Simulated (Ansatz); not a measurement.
A made-up structure of Si2H4O, closed shell:

O1  (-0.881, -1.877, 1.404)
Si2  (-0.715, -1.131, 0.089)
Si3  (0.540, 0.853, -0.062)
H4  (-0.791, -1.874, 2.370)
H5  (0.521, 1.364, -1.457)
H6  (-0.061, 1.853, 0.856)
H7  (1.933, 0.553, 0.352)
(Å)

It is relaxed with PBE-D4/def2-SVP and then PBE0-D4/def2-TZVP (Ansatz 0.2.0). Atoms count as bonded within 1.22 times the sum of their covalent radii (H–H: 0.88 Å). The end point is not checked to be a true minimum.

(1) Does its bonding change? (Judge from chemistry; the calculation decides.)

## Answers

(1) The calculation gives: No: no bond forms or breaks.

Where it ends: The first stage lowers the energy by 0.99 eV in 9 steps. It ends as Si₂H₄O ([OH][Si][SiH3]):
```xyz
7
angstrom
O -0.6663 -1.9444 1.3011
Si -1.3954 -0.9535 0.1949
Si 0.3160 0.7927 0.1087
H 0.1871 -1.7026 1.6720
H 0.8758 0.9522 -1.2660
H -0.2295 2.1215 0.5153
H 1.4583 0.4750 1.0262
```

Labels in which every atom is bracketed show which atoms are joined, not bond orders.

For scale, one of the runs: PBE0-D4/def2-TZVP relaxation, 129 basis functions, launched by `ansatz run in.yaml --threads 2 --pin off --events-out ev --progress --plain --max-ram 4352MiB`. The run took about 62 s on 2 CPU threads of an Arm Neoverse V1 (shared host).
